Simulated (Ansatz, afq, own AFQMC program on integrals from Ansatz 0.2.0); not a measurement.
# NH (triplet): AFQMC on the coupled-cluster ladder, aug-cc-pVTZ

Aim: compute NH (triplet) with auxiliary-field quantum Monte Carlo on the same integrals as coupled cluster, and set the energies side by side.

Method: aug-cc-pVTZ, frozen cores; program: Ansatz 0.2.0, Gaussian basis, and an in-house AFQMC program (afq) on its integrals; all values are calculated.

To be run: PBE (unrestricted); r2SCAN (unrestricted); CCSD(T) on UHF; PBE0 (unrestricted); B3LYP (unrestricted); wB97M-V (unrestricted); B2PLYP (unrestricted); CCSDT(Q) on UHF; CCSD(T) on UHF; CCSD(T) on UHF; Phaseless AFQMC, CISD trial on UHF.

1 further run of the same task is left out (it didn't finish).

**1. The system**

The geometry is a PBE0/def2-TZVPD stationary point (not a proven minimum) of the parent state, kept for this charge and spin.

2 atoms, charge 0, spin multiplicity 3.

Atoms are counted from 1 here; the program's logs count them from 0.

Bond lengths: N1–H2 1.037 Å.

**2. PBE (unrestricted)**

in.yaml

```yaml
crystal:
  periodic: [false, false, false]
  atoms:
    - {symbol: N, position_ang: [0.000000, 0.000000, 0.000000]}
    - {symbol: H, position_ang: [0.000000, 0.000000, 1.036583]}
basis:
  gaussian: {orbitals: aug-cc-pVTZ}
magnetization: {spin_polarized: true, initial_magnetization: 2}
hamiltonian: {xc: {name: PBE}}
output: {orbitals: {seedname: orbitals}}
```

Started as:

```
ansatz run in.yaml --threads 1 --pin off --events-out ev --progress --plain --max-ram 5632MiB --backend cpu
```

Log:

```text
Functional definition: PBE
  name "PBE"
  cite "Perdew, Burke & Ernzerhof, Phys. Rev. Lett. 77, 3865 (1996) doi:10.1103/PhysRevLett.77.3865"
  parent pbe
  parameter kappa = 0.804
  parameter beta = 0.06672455060314922
  exchange = pbe_x(kappa = kappa, mu = beta*pi^2/3)
  correlation = pbe_c(beta = beta)
269 factors; their error is unknown
mean field evaluation 1: about -1499.8388 eV, gradient 1.9e1 eV
mean field evaluation 2: about -1498.3886 eV, gradient 2.5e1 eV
mean field evaluation 4: about -1501.3134 eV, gradient 3.2e-1 eV
mean field evaluation 8: about -1501.2994 eV, gradient 1.6e-3 eV
mean field -1501.29937614 eV, -55.1717344558 hartree, gradient 3.8e-5 eV, S^2 2.005066; 0 other end points of the search recorded, 0 dependent functions left out
reference -1501.29942302 eV, -55.1717361787 hartree; 5, 3 occupied and 64, 66 virtual orbitals, 269 factors
Total energy: -1501.29942302 eV, -55.1717361787 hartree
```

Wall time 0.42 s (1 thread of AMD EPYC 7R13 (Zen 3), shared host); peak memory 1.7 GiB.

From the report: ⟨S²⟩ of the determinant 2.005 (pure triplet: 2.00).

**3. r2SCAN (unrestricted)**

Changes to in.yaml since step 2:

```diff
@@ -8,3 +8,2 @@
 magnetization: {spin_polarized: true, initial_magnetization: 2}
-hamiltonian: {xc: {name: PBE}}
-output: {orbitals: {seedname: orbitals}}
+hamiltonian: {xc: {name: r2SCAN}}
```

Same command.

Log:

```text
Functional definition: r2SCAN
  name "r2SCAN"
  cite "Furness, Kaplan, Ning, Perdew & Sun, J. Phys. Chem. Lett. 11, 8208 (2020) doi:10.1021/acs.jpclett.0c02405"
  cite "Furness, Kaplan, Ning, Perdew & Sun, J. Phys. Chem. Lett. 11, 9248 (2020) doi:10.1021/acs.jpclett.0c03077"
  parent r2scan
  parameter k0 = 0.174
  parameter k1 = 0.065
  parameter a1 = 4.9479
  exchange = r2scan_x(k0 = k0, k1 = k1, a1 = a1)
  correlation = r2scan_c
269 factors; their error is unknown
mean field evaluation 1: about -1501.3363 eV, gradient 1.7e1 eV
mean field evaluation 2: about -1501.1296 eV, gradient 1.8e1 eV
mean field evaluation 4: about -1502.4680 eV, gradient 2.6e-1 eV
mean field evaluation 8: about -1502.4528 eV, gradient 3.1e-3 eV
mean field -1502.45280689 eV, -55.2141222540 hartree, gradient 2.7e-5 eV, S^2 2.009105; 0 other end points of the search recorded, 0 dependent functions left out
reference -1502.45282546 eV, -55.2141229365 hartree; 5, 3 occupied and 64, 66 virtual orbitals, 269 factors
Total energy: -1502.45282546 eV, -55.2141229365 hartree
```

It took 0.79 s on 1 thread of AMD EPYC 7R13 (Zen 3), shared host; peak memory 1.7 GiB.

From the report: ⟨S²⟩ of the determinant 2.009 (pure triplet: 2.00).

**4. CCSD(T) on UHF**

Changes to in.yaml since step 3:

```diff
@@ -8,2 +8,2 @@
 magnetization: {spin_polarized: true, initial_magnetization: 2}
-hamiltonian: {xc: {name: r2SCAN}}
+correlation: {method: ccsd_t, electrons: outside_noble_gas, hamiltonian_folder: ham}
```

Started as:

```
ansatz run in.yaml --threads 1 --pin off --events-out ev --progress --plain --max-ram 16896MiB --backend cuda --devices 0, --max-vram 18GiB
```

Log (excerpt; [...] marks lines left out):

```text
Functional definition: HF
  name "HF"
  cite "Fock, Z. Phys. 61, 126 (1930) doi:10.1007/BF01340294"
  parent pbe
[...]
401 factors; integrals over basis functions are off by at most 1.1e-3 eV
[...]
mean field -1496.15133299 eV, -54.9825473594 hartree, gradient 2.3e-6 eV, S^2 2.016574; 0 other end points of the search recorded, 0 dependent functions left out
1 core orbitals not correlated: weight in the atoms' cores, before any rotation towards them, 1.000 or more for the frozen orbitals, at most 0.000 for the correlated occupied ones
reference -1496.15133299 eV, -54.9825473594 hartree; 4, 2 occupied and 64, 66 virtual orbitals, 401 factors
second order -3.79631221 eV of doubles, -0.00000000 eV of singles
cycle   1  -4.16474106 eV  change   -3.7e-1 eV  update   3.8e-2
[...]
cycle  10  -4.30932493 eV  change   -1.1e-6 eV  update   6.1e-6
perturbative correction -0.11445984 eV, -0.0042063214 hartree
Total energy: -1500.57511776 eV, -55.1451184512 hartree
```

Wall time 1.6 s (1 × NVIDIA H100 80GB HBM3 with 1 thread of AMD EPYC 7R13 (Zen 3), shared host); peak host memory 1.7 GiB.

From the report: ⟨S²⟩ of the determinant 2.017 (pure triplet: 2.00); correlation -4.4238 eV; T1 0.011; largest double amplitude 0.03.

This run also writes the integrals to the folder ham.

**5. PBE0 (unrestricted)**

Changes to in.yaml since step 4:

```diff
@@ -8,2 +8,3 @@
 magnetization: {spin_polarized: true, initial_magnetization: 2}
-correlation: {method: ccsd_t, electrons: outside_noble_gas, hamiltonian_folder: ham}
+hamiltonian: {xc: {name: PBE0}}
+output: {orbitals: {seedname: orbitals}}
```

Started as:

```
ansatz run in.yaml --threads 1 --pin off --events-out ev --progress --plain --max-ram 5632MiB --backend cpu
```

Log:

```text
Functional definition: PBE0
  name "PBE0"
  cite "Adamo & Barone, J. Chem. Phys. 110, 6158 (1999) doi:10.1063/1.478522"
  cite "Perdew, Burke & Ernzerhof, Phys. Rev. Lett. 77, 3865 (1996) doi:10.1103/PhysRevLett.77.3865"
  parent pbe
  parameter a = 0.25
  parameter kappa = 0.804
  parameter beta = 0.06672455060314922
  exchange = (1 - a)*pbe_x(kappa = kappa, mu = beta*pi^2/3) + a*exact_x
  correlation = pbe_c(beta = beta)
269 factors; their error is unknown
mean field evaluation 1: about -1500.7278 eV, gradient 1.4e1 eV
mean field evaluation 2: about -1500.8484 eV, gradient 1.2e1 eV
mean field evaluation 4: about -1501.5154 eV, gradient 9.4e-2 eV
mean field evaluation 8: about -1501.5059 eV, gradient 8.5e-4 eV
mean field -1501.50585283 eV, -55.1793223341 hartree, gradient 4.6e-6 eV, S^2 2.006422; 0 other end points of the search recorded, 0 dependent functions left out
reference -1501.50588837 eV, -55.1793236404 hartree; 5, 3 occupied and 64, 66 virtual orbitals, 269 factors
Total energy: -1501.50588837 eV, -55.1793236404 hartree
```

Run time: 0.4 s. Hardware: 1 thread of AMD EPYC 7R13 (Zen 3), shared host; peak memory 1.7 GiB.

From the report: ⟨S²⟩ of the determinant 2.006 (pure triplet: 2.00).

**6. B3LYP (unrestricted)**

Changes to in.yaml since step 5:

```diff
@@ -8,3 +8,2 @@
 magnetization: {spin_polarized: true, initial_magnetization: 2}
-hamiltonian: {xc: {name: PBE0}}
-output: {orbitals: {seedname: orbitals}}
+hamiltonian: {xc: {name: B3LYP}}
```

Launched as before.

Log:

```text
Functional definition: B3LYP
  name "B3LYP"
  cite "Stephens, Devlin, Chabalowski & Frisch, J. Phys. Chem. 98, 11623 (1994) doi:10.1021/j100096a001"
  cite "Becke, Phys. Rev. A 38, 3098 (1988) doi:10.1103/PhysRevA.38.3098"
  cite "Lee, Yang & Parr, Phys. Rev. B 37, 785 (1988) doi:10.1103/PhysRevB.37.785"
  cite "Vosko, Wilk & Nusair, Can. J. Phys. 58, 1200 (1980) doi:10.1139/p80-159"
  parameter a0 = 0.2
  parameter ax = 0.72
  parameter ac = 0.81
  exchange = (1 - a0 - ax)*slater_x + ax*b88_x + a0*exact_x
  correlation = (1 - ac)*vwn_rpa_c + ac*lyp_c
269 factors; their error is unknown
mean field evaluation 1: about -1502.2967 eV, gradient 1.6e1 eV
mean field evaluation 2: about -1502.1688 eV, gradient 1.6e1 eV
mean field evaluation 4: about -1503.3089 eV, gradient 1.2e-1 eV
mean field evaluation 8: about -1503.2987 eV, gradient 8.9e-3 eV
mean field -1503.29865517 eV, -55.2452066051 hartree, gradient 5.4e-5 eV, S^2 2.005749; 0 other end points of the search recorded, 0 dependent functions left out
reference -1503.29885002 eV, -55.2452137656 hartree; 5, 3 occupied and 64, 66 virtual orbitals, 269 factors
Total energy: -1503.29885002 eV, -55.2452137656 hartree
```

It took 0.49 s on 1 thread of AMD EPYC 7R13 (Zen 3), shared host; peak memory 1.7 GiB.

From the report: ⟨S²⟩ of the determinant 2.006 (pure triplet: 2.00).

**7. wB97M-V (unrestricted)**

Changes to in.yaml since step 6:

```diff
@@ -8,2 +8,3 @@
 magnetization: {spin_polarized: true, initial_magnetization: 2}
-hamiltonian: {xc: {name: B3LYP}}
+hamiltonian: {xc: {name: wB97M-V}}
+output: {orbitals: {seedname: orbitals}}
```

The command is unchanged.

Log (excerpt; [...] marks lines left out):

```text
Functional definition: wB97M-V
  name "wB97M-V"
  cite "Mardirossian & Head-Gordon, J. Chem. Phys. 144, 214110 (2016) doi:10.1063/1.4952647"
  cite "Becke, J. Chem. Phys. 107, 8554 (1997) doi:10.1063/1.475007"
  cite "Vydrov & Van Voorhis, J. Chem. Phys. 133, 244103 (2010) doi:10.1063/1.3521275"
  # Of w^i u^j: cxij and so on, Table III.
[...]
  gx(w, u) = 1 - cx + cx01*u + cx10*w
  gss(w, u) = css00 + css04*u^4 + css10*w + css20*w^2 + css43*w^4*u^3
  gos(w, u) = cos00 + cos10*w + (cos20 + cos21*u)*w^2 + (cos60 + cos61*u)*w^6
[...]
      + integral(e_c_pw_mod_opposite_spin*gos(b97_w_opposite, b97_u_opposite)) + vv10(b, c)
269 factors; their error is unknown
94 factors; integrals over basis functions are off by at most 9.7e-5 eV
[...]
mean field -1502.64777392 eV, -55.2212871604 hartree, gradient 1.5e-5 eV, S^2 2.006037; 0 other end points of the search recorded, 0 dependent functions left out
reference -1502.64782230 eV, -55.2212889384 hartree; 5, 3 occupied and 64, 66 virtual orbitals, 269 factors
Total energy: -1502.64782230 eV, -55.2212889384 hartree
```

Wall time 1.1 s (1 thread of AMD EPYC 7R13 (Zen 3), shared host); peak memory 1.7 GiB.

From the report: ⟨S²⟩ of the determinant 2.006 (pure triplet: 2.00).

**8. B2PLYP (unrestricted)**

Changes to in.yaml since step 7:

```diff
@@ -8,3 +8,3 @@
 magnetization: {spin_polarized: true, initial_magnetization: 2}
-hamiltonian: {xc: {name: wB97M-V}}
-output: {orbitals: {seedname: orbitals}}
+hamiltonian: {xc: {name: B2PLYP}}
+correlation: {electrons: outside_noble_gas}
```

Same command.

Log (excerpt; [...] marks lines left out):

```text
Functional definition: B2PLYP
  name "B2PLYP"
  cite "Grimme, J. Chem. Phys. 124, 034108 (2006) doi:10.1063/1.2148954"
  cite "Becke, Phys. Rev. A 38, 3098 (1988) doi:10.1103/PhysRevA.38.3098"
  cite "Lee, Yang & Parr, Phys. Rev. B 37, 785 (1988) doi:10.1103/PhysRevB.37.785"
[...]
401 factors; integrals over basis functions are off by at most 1.1e-3 eV
[...]
mean field -1500.90013177 eV, -55.1570624959 hartree, gradient 1.1e-6 eV, S^2 2.008738; 0 other end points of the search recorded, 0 dependent functions left out
1 core orbitals not correlated: weight in the atoms' cores, before any rotation towards them, 1.000 or more for the frozen orbitals, at most 0.000 for the correlated occupied ones
reference -1500.90025317 eV, -55.1570669572 hartree; 4, 2 occupied and 64, 66 virtual orbitals, 401 factors
second order -4.56751232 eV of doubles, -0.00000000 eV of singles
Total energy: -1502.13348149 eV, -55.2023872623 hartree
```

Run time: 0.64 s. Hardware: 1 thread of AMD EPYC 7R13 (Zen 3), shared host; peak memory 1.7 GiB.

From the report: ⟨S²⟩ of the determinant 2.009 (pure triplet: 2.00).

**9. CCSDT(Q) on UHF**

Changes to in.yaml since step 8:

```diff
@@ -8,3 +8,2 @@
 magnetization: {spin_polarized: true, initial_magnetization: 2}
-hamiltonian: {xc: {name: B2PLYP}}
-correlation: {electrons: outside_noble_gas}
+correlation: {method: ccsdt_q, electrons: outside_noble_gas}
```

Started as:

```
ansatz run in.yaml --threads 1 --pin off --events-out ev --progress --plain --max-ram 16896MiB --backend cuda --devices 0, --max-vram 18GiB
```

Log (excerpt; [...] marks lines left out):

```text
Functional definition: HF
  name "HF"
  cite "Fock, Z. Phys. 61, 126 (1930) doi:10.1007/BF01340294"
  parent pbe
[...]
762 factors; integrals over basis functions are off by at most 1.2e-7 eV
[...]
mean field -1496.15133300 eV, -54.9825473599 hartree, gradient 1.1e-6 eV, S^2 2.016574; 0 other end points of the search recorded, 0 dependent functions left out
1 core orbitals not correlated: weight in the atoms' cores, before any rotation towards them, 1.000 or more for the frozen orbitals, at most 0.000 for the correlated occupied ones
reference -1496.15133300 eV, -54.9825473599 hartree; 4, 2 occupied and 64, 66 virtual orbitals, 762 factors
second order -3.79632283 eV of doubles, -0.00000000 eV of singles
cycle   1  -4.16474318 eV  change   -3.7e-1 eV  update   4.4e-2
[...]
cycle  16  -4.43749882 eV  change    3.3e-7 eV  update   2.9e-7
perturbative correction -0.00306626 eV, -0.0001126830 hartree
Total energy: -1500.59189808 eV, -55.1457351168 hartree
```

Wall time 3 s (1 × NVIDIA H100 80GB HBM3 with 1 thread of AMD EPYC 7R13 (Zen 3), shared host); peak host memory 1.7 GiB.

From the report: ⟨S²⟩ of the determinant 2.017 (pure triplet: 2.00); correlation -4.4406 eV; T1 0.011; largest double amplitude 0.03.

**10. CCSD(T) on UHF**

in.yaml

```yaml
crystal:
  periodic: [false, false, false]
  atoms:
    - {symbol: N, position_ang: [0.000000, 0.000000, 0.000000]}
    - {symbol: H, position_ang: [0.000000, 0.000000, 1.036583]}
basis:
  gaussian: {orbitals: "def2-TZVPPD.json"}
magnetization: {spin_polarized: true, initial_magnetization: 2}
correlation: {method: ccsd_t, electrons: outside_noble_gas}
```

The command is unchanged.

Log (excerpt; [...] marks lines left out):

```text
Functional definition: HF
  name "HF"
  cite "Fock, Z. Phys. 61, 126 (1930) doi:10.1007/BF01340294"
  parent pbe
[...]
330 factors; integrals over basis functions are off by at most 8.8e-4 eV
[...]
mean field -1496.19291273 eV, -54.9840753869 hartree, gradient 2.9e-6 eV, S^2 2.016668; 0 other end points of the search recorded, 0 dependent functions left out
1 core orbitals not correlated: weight in the atoms' cores, before any rotation towards them, 1.000 or more for the frozen orbitals, at most 0.000 for the correlated occupied ones
reference -1496.19291273 eV, -54.9840753869 hartree; 4, 2 occupied and 49, 51 virtual orbitals, 330 factors
second order -3.71978773 eV of doubles, -0.00000000 eV of singles
cycle   1  -4.09908156 eV  change   -3.8e-1 eV  update   3.8e-2
[...]
cycle  10  -4.24324692 eV  change   -1.5e-6 eV  update   5.8e-6
perturbative correction -0.10751668 eV, -0.0039511653 hartree
Total energy: -1500.54367633 eV, -55.1439630002 hartree
```

It took 1.5 s on 1 × NVIDIA H100 80GB HBM3 with 1 thread of AMD EPYC 7R13 (Zen 3), shared host; peak host memory 1.7 GiB.

From the report: ⟨S²⟩ of the determinant 2.017 (pure triplet: 2.00); correlation -4.3508 eV; T1 0.011; largest double amplitude 0.03.

**11. CCSD(T) on UHF**

Changes to in.yaml since step 10:

```diff
@@ -6,3 +6,3 @@
 basis:
-  gaussian: {orbitals: "def2-TZVPPD.json"}
+  gaussian: {orbitals: "def2-QZVPPD.json"}
 magnetization: {spin_polarized: true, initial_magnetization: 2}
```

Same command.

Log (excerpt; [...] marks lines left out):

```text
Functional definition: HF
  name "HF"
  cite "Fock, Z. Phys. 61, 126 (1930) doi:10.1007/BF01340294"
  parent pbe
[...]
561 factors; integrals over basis functions are off by at most 1.0e-3 eV
[...]
mean field -1496.24924755 eV, -54.9861456532 hartree, gradient 1.2e-6 eV, S^2 2.016700; 0 other end points of the search recorded, 0 dependent functions left out
1 core orbitals not correlated: weight in the atoms' cores, before any rotation towards them, 1.000 or more for the frozen orbitals, at most 0.000 for the correlated occupied ones
reference -1496.24924755 eV, -54.9861456532 hartree; 4, 2 occupied and 91, 93 virtual orbitals, 561 factors
second order -4.01072057 eV of doubles, -0.00000000 eV of singles
cycle   1  -4.34097125 eV  change   -3.3e-1 eV  update   3.7e-2
[...]
cycle  10  -4.48333869 eV  change   -1.5e-6 eV  update   6.2e-6
perturbative correction -0.12334537 eV, -0.0045328588 hartree
Total energy: -1500.85593160 eV, -55.1554381698 hartree
```

Run time: 2.2 s. Hardware: 1 × NVIDIA H100 80GB HBM3 with 1 thread of AMD EPYC 7R13 (Zen 3), shared host; peak host memory 1.7 GiB.

From the report: ⟨S²⟩ of the determinant 2.017 (pure triplet: 2.00); correlation -4.6067 eV; T1 0.011; largest double amplitude 0.03.

**12. Phaseless AFQMC, CISD trial on UHF**

It reads the integrals that the CCSD(T) run on this determinant wrote.

Started as:

```
afq ham --method phaseless --trial cisd --walkers 2000 --populations 20 --least-time 60 --time-step 0.005 --steps-per-block 50 --equilibration-blocks 28 --max-blocks 4000 --target-error 0.00015 --factor-cut 1e-05 --start spin_pure --seed 6815 --release-times 0.24,0.51,0.99,1.62,2.4 --release-step 0.03 --release-every 3 --taylor-order 6
```

Log:

```text
orbitals 68  electrons 4 2  factors 401 of 401
reference energy -54.98254736 Eh
CCSD correlation -0.15836475 Eh in 10 cycles, weight of the determinant in the CISD state 0.9481
energy of the start -55.140701 Eh
 block  time / (1/Eh)  mean weight  energy / Eh
     1     0.250  1.0004  -55.141425
     2     0.500  1.0003  -55.142988
     3     0.750  0.9994  -55.144185
     4     1.000  0.9999  -55.144669
     5     1.250  1.0002  -55.144987
     6     1.500  1.0001  -55.145293
     7     1.750  1.0001  -55.145860
     8     2.000  0.9998  -55.145212
     9     2.250  1.0003  -55.145447
    10     2.500  0.9997  -55.145339
    11     2.750  1.0002  -55.145959
    12     3.000  1.0003  -55.145813
    13     3.250  0.9999  -55.146247
    14     3.500  1.0000  -55.146437
    15     3.750  1.0002  -55.146163
    16     4.000  0.9994  -55.146664
    17     4.250  1.0000  -55.146115
    18     4.500  1.0000  -55.145872
    19     4.750  1.0002  -55.145269
    20     5.000  1.0002  -55.145637
    21     5.250  1.0002  -55.145325
    22     5.500  0.9998  -55.145635
    23     5.750  1.0000  -55.145173
    24     6.000  1.0002  -55.145506
    25     6.250  1.0001  -55.145093
    26     6.500  1.0004  -55.145705
    27     6.750  0.9997  -55.145650
    28     7.000  0.9997  -55.145391
    29     7.250  0.9993  -55.145162
    30     7.500  0.9999  -55.145187
    31     7.750  0.9997  -55.145403
    32     8.000  1.0001  -55.145628
    33     8.250  1.0004  -55.145636
    34     8.500  1.0002  -55.145957
    35     8.750  1.0000  -55.145509
    36     9.000  1.0002  -55.145469
    37     9.250  0.9995  -55.145625
    38     9.500  0.9998  -55.145417
    39     9.750  1.0003  -55.145600
    40    10.000  0.9999  -55.145371
    41    10.250  0.9995  -55.145057
    42    10.500  1.0004  -55.145386
    43    10.750  1.0000  -55.145617
    44    11.000  0.9995  -55.145839
    45    11.250  0.9997  -55.145476
    46    11.500  1.0003  -55.145206
    47    11.750  1.0002  -55.145384
    48    12.000  1.0002  -55.145600
    49    12.250  1.0000  -55.145740
    50    12.500  1.0002  -55.145328
    51    12.750  1.0005  -55.145455
    52    13.000  0.9995  -55.145778
    53    13.250  1.0003  -55.145827
    54    13.500  0.9999  -55.145855
    55    13.750  0.9997  -55.145938
    56    14.000  0.9996  -55.146204
    57    14.250  0.9998  -55.145787
    58    14.500  0.9999  -55.145333
    59    14.750  1.0000  -55.146040
    60    15.000  0.9999  -55.145770
    61    15.250  1.0004  -55.145349
    62    15.500  0.9997  -55.145312
    63    15.750  1.0003  -55.145432
    64    16.000  0.9989  -55.145882
    65    16.250  0.9999  -55.145575
    66    16.500  0.9996  -55.145892
    67    16.750  0.9997  -55.145738
    68    17.000  0.9999  -55.145750
    69    17.250  1.0001  -55.145800
    70    17.500  1.0001  -55.145488
    71    17.750  0.9998  -55.145883
    72    18.000  1.0002  -55.145949
    73    18.250  0.9997  -55.145679
    74    18.500  0.9999  -55.145477
    75    18.750  1.0003  -55.145809
    76    19.000  0.9997  -55.145638
    77    19.250  1.0004  -55.145739
    78    19.500  1.0002  -55.145950
error from the spread of 20 populations
released: time / (1/Eh)  energy / Eh  error  mean overlap
  0.24  -55.145659  0.000069  0.9954
  0.51  -55.145773  0.000054  0.9931
  0.99  -55.145790  0.000057  0.9891
  1.62  -55.145805  0.000050  0.9842
  2.40  -55.145704  0.000076  0.9843
energy -55.145619 +/- 0.000086 Eh
```

Run time: 29 s. Hardware: 1 × NVIDIA H100 80GB HBM3 with 2 threads of AMD EPYC 7R13 (Zen 3), shared host; peak host memory 1.7 GiB.

Energy -1500.5887 ± 0.0024 eV. Caveats: constraint bias not in the error.

**13. All levels side by side**

On the UHF determinant, counted from CCSDT(Q) (a yardstick, not exact):

```csv
level,energy (eV),from CCSDT(Q) (meV),statistical error (meV),time
HF,-1496.1513,+4440.6,,
MP2,-1499.9476,+644.3,,
CCSD,-1500.4607,+131.2,,
CCSD(T),-1500.5751,+16.8,,
CCSDT(Q),-1500.5919,0.0,,
"Phaseless AFQMC, CISD trial, step 0.005, 2000 walkers",-1500.5887,+3.2,2.4,29 s
```

The functionals' totals stand on their own zeros and serve differences with other points: PBE -1501.299 eV; r2SCAN -1502.453 eV; PBE0 -1501.506 eV; B3LYP -1503.299 eV; wB97M-V -1502.648 eV; B2PLYP -1502.133 eV.

**14. Outcome**

```
                                        quantity           value
                    CCSD(T) on UHF from CCSDT(Q)       +16.8 meV
Phaseless AFQMC, CISD trial on UHF from CCSDT(Q)  +3.2 ± 2.4 meV
```

On UHF the phaseless walk with the CISD trial lies +3.2 meV from CCSDT(Q), within three error bars. Error bars are statistical and leave out the constraint, the time step and what remains of the start.
